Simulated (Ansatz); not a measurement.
Reaction (SMILES): N[SiH2][SiH2]N -> N[SiH2][SiH2] + [NH2] (NH2) (the N-Si bond breaks)

Quantity: bond dissociation energy (enthalpy at 298 K), in kcal/mol. Set-up: valence correlation only; spin-orbit terms left out; 6-311+G** with 5d, 6d on Na to Ar in Ansatz (a first-principles code); LANL2DZ with its own core potentials from Na on; six Cartesian d functions in 6-31G* and its kin unless marked 5d; dispersion terms only where a functional's name holds one; UHF or UKS for open shells; non-relativistic. CBS(X,Y): correlation extrapolated as X^-3; Hartree-Fock from the larger set. First-principles rows: single points at B3LYP-D3(BJ) geometries (Ansatz), with unscaled harmonic terms from B3LYP/6-31G* (Ansatz) at its own minima.

Coupled cluster (Ansatz) is a level with limits of its own, used here on species with T1 under 0.025 (0.045 for open shells) and stable references: CCSD(T)/CBS(aug-cc-pV(T+d)Z,aug-cc-pV(Q+d)Z).

Value to compare with, CCSD(T)/CBS(aug-cc-pV(T+d)Z,aug-cc-pV(Q+d)Z) (Ansatz): 99.3 kcal/mol.

```
level             program  bond dissociation energy (enthalpy at 298 K) (kcal/mol)  difference
----------------  -------  -------------------------------------------------------  ----------
B3LYP/STO-3G       Ansatz                                                    104.5         5.2
B3LYP/3-21G        Ansatz                                                     93.6        -5.7
B3LYP/LANL2DZ      Ansatz                                                     88.8       -10.5
B3LYP/6-31G        Ansatz                                                     85.2       -14.1
B3LYP/6-31G*       Ansatz                                                     90.1        -9.2
B3LYP/6-31+G*      Ansatz                                                     89.7        -9.6
B3LYP/6-31G**      Ansatz                                                     90.4        -8.9
B3LYP/def2-SVP     Ansatz                                                     92.6        -6.7
B3LYP/cc-pVDZ      Ansatz                                                     88.4       -10.9
B3LYP/6-311+G**    Ansatz                                                     90.0        -9.3
B3LYP/def2-TZVPD   Ansatz                                                     91.6        -7.7
```

Among the 10 habitual levels, B3LYP/6-31G lies farthest from CCSD(T)/CBS(aug-cc-pV(T+d)Z,aug-cc-pV(Q+d)Z) (Ansatz) (-14.1 kcal/mol); 1 of 10 lie above it, and their mean absolute difference is 9.0 kcal/mol, the median 9.2. One case shows no general order.

The sets are all those run for this method; left out are runs that failed, that the program found above a lower state of the same kind, or whose <S^2> lies over 0.5 above the pure value.
